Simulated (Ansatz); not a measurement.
The inner images of a band of CH₅NOS (9 atoms, charge 0, multiplicity 1) are given out of order.

Computed with RKS PBE0-D4/cc-pVDZ (Ansatz).

Initial state:

```xyz
9
Properties=species:S:1:pos:R:3
N -0.143 1.568 -0.242
C 0.326 0.234 -0.251
O -0.396 -0.547 0.725
S 0.203 -2.112 0.932
H -1.142 1.593 -0.446
H -0.020 1.978 0.683
H 1.403 0.202 -0.014
H 0.172 -0.212 -1.250
H -0.405 -2.703 -0.138
```

Final state:

```xyz
9
Properties=species:S:1:pos:R:3
N -0.269 1.356 -0.220
C 0.412 0.144 -0.252
O -0.186 -0.898 0.652
S 0.738 -2.526 0.562
H -1.183 1.356 -0.663
H -0.306 1.795 0.695
H 1.427 0.211 0.154
H 0.437 -0.306 -1.254
H -1.070 -1.132 0.327
```

Q: Put them in order from the first end to the last, with their energies above the first end.
A.
```xyz
9
Properties=species:S:1:pos:R:3
N -0.242 1.421 -0.232
C 0.384 0.174 -0.254
O -0.268 -0.815 0.670
S 0.606 -2.511 0.651
H -1.201 1.401 -0.569
H -0.214 1.869 0.681
H 1.419 0.230 0.111
H 0.369 -0.286 -1.250
H -0.852 -1.481 0.193
```
B.
```xyz
9
Properties=species:S:1:pos:R:3
N -0.178 1.548 -0.256
C 0.386 0.250 -0.232
O -0.273 -0.543 0.778
S 0.230 -2.155 0.829
H -1.178 1.489 -0.445
H -0.078 1.991 0.656
H 1.465 0.306 -0.007
H 0.258 -0.238 -1.215
H -0.632 -2.648 -0.107
```
C.
```xyz
9
Properties=species:S:1:pos:R:3
N -0.214 1.481 -0.250
C 0.445 0.228 -0.220
O -0.077 -0.573 0.844
S 0.299 -2.229 0.630
H -1.192 1.370 -0.518
H -0.206 1.894 0.681
H 1.518 0.348 -0.011
H 0.331 -0.282 -1.197
H -0.904 -2.236 0.042
```
D.
```xyz
9
Properties=species:S:1:pos:R:3
N -0.257 1.386 -0.214
C 0.384 0.153 -0.261
O -0.236 -0.891 0.638
S 0.741 -2.501 0.676
H -1.200 1.400 -0.591
H -0.227 1.842 0.693
H 1.408 0.196 0.130
H 0.384 -0.289 -1.266
H -0.998 -1.296 0.196
```
E.
```xyz
9
Properties=species:S:1:pos:R:3
N -0.228 1.444 -0.240
C 0.395 0.184 -0.245
O -0.259 -0.715 0.704
S 0.472 -2.461 0.605
H -1.195 1.397 -0.552
H -0.208 1.873 0.683
H 1.444 0.255 0.083
H 0.360 -0.281 -1.243
H -0.781 -1.696 0.205
```
F.
```xyz
9
Properties=species:S:1:pos:R:3
N -0.204 1.519 -0.261
C 0.442 0.260 -0.222
O -0.129 -0.546 0.830
S 0.235 -2.191 0.719
H -1.196 1.391 -0.461
H -0.148 1.968 0.653
H 1.520 0.390 -0.027
H 0.320 -0.260 -1.188
H -0.841 -2.531 -0.044
```
G.
```xyz
9
Properties=species:S:1:pos:R:3
N -0.220 1.460 -0.243
C 0.417 0.196 -0.231
O -0.161 -0.623 0.782
S 0.379 -2.342 0.595
H -1.195 1.389 -0.532
H -0.202 1.876 0.687
H 1.479 0.288 0.037
H 0.341 -0.281 -1.229
H -0.840 -1.963 0.135
```

A: B (+0.01 eV), F (+0.04 eV), C (+0.30 eV), G (+1.18 eV), E (+1.86 eV), A (+1.56 eV), D (+1.33 eV).

The run took 70 s on 2 threads of Intel(R) Xeon(R) 6975P-C (Granite Rapids), on a shared host, peak memory 0.18 GiB.
